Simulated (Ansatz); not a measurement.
`C#[C][AlH2]` + `[SiH3]S` → `[AlH2][S][SiH3]` + `C#C` at 500 K and 1 bar (ligand exchange at the Al–C bond).

Calculated with Ansatz (gas phase, PBE0-D4/def2-TZVP geometries, no zero-point term in ΔE). CCSD(T)/CBS adds triple-zeta CCSD(T) − MP2 to the extrapolated MP2 energy (def2 sets, frozen cores). This one scheme is used for every species.

```json
{"species": "`C#[C][AlH2]`", "CCSD(T)/CBS energy (Eh)": "-319.85078", "H − E (kJ/mol)": "114.4", "S (J/(mol·K))": "315.2"}
{"species": "`[SiH3]S`", "CCSD(T)/CBS energy (Eh)": "-689.27336", "H − E (kJ/mol)": "117.6", "S (J/(mol·K))": "310.5"}
{"species": "`[AlH2][S][SiH3]`", "CCSD(T)/CBS energy (Eh)": "-931.92152", "H − E (kJ/mol)": "148.1", "S (J/(mol·K))": "386.9"}
{"species": "`C#C`", "CCSD(T)/CBS energy (Eh)": "-77.22717", "H − E (kJ/mol)": "90.7", "S (J/(mol·K))": "225.3"}
```

H − E and S are ideal-gas, rigid-rotor, harmonic terms from PBE0-D4/def2-TZVP. 1 Eh = 2625.50 kJ/mol, R = 8.31446 J/(mol·K).

**Question.** By hand: ΔE, ΔH, ΔS and ΔG.

**Answer.** ΔE = (-931.92152) + (-77.22717) − (-319.85078) − (-689.27336) = -0.02455 Eh = -64.5 kJ/mol. Δ(H − E) = 148.1 + 90.7 − 114.4 − 117.6 = 6.8, so ΔH = -57.7 kJ/mol. ΔS = 386.9 + 225.3 − 315.2 − 310.5 = -13.5 J/(mol·K). ΔG = -57.7 − 500 × (-13.5)/1000 = -51.0 kJ/mol.

**Question.** By hand: the equilibrium constant, and the temperature at which ΔG would vanish if ΔH and ΔS stayed fixed.

**Answer.** log₁₀ K = −ΔG/(RT ln 10) = 5.3. ΔG = 0 at ΔH/ΔS = 4274 K, far beyond where these terms or the molecules hold.

The number of gas molecules stays the same, so ΔS is small and ΔH decides. A doubt of 5 kJ/mol in ΔE shifts log₁₀ K by 0.5 here. These are equilibria of isolated gas molecules and say nothing of rates. Largest T1 diagnostic: 0.013 (customary marks: 0.02 for closed shells, 0.045 for open ones).
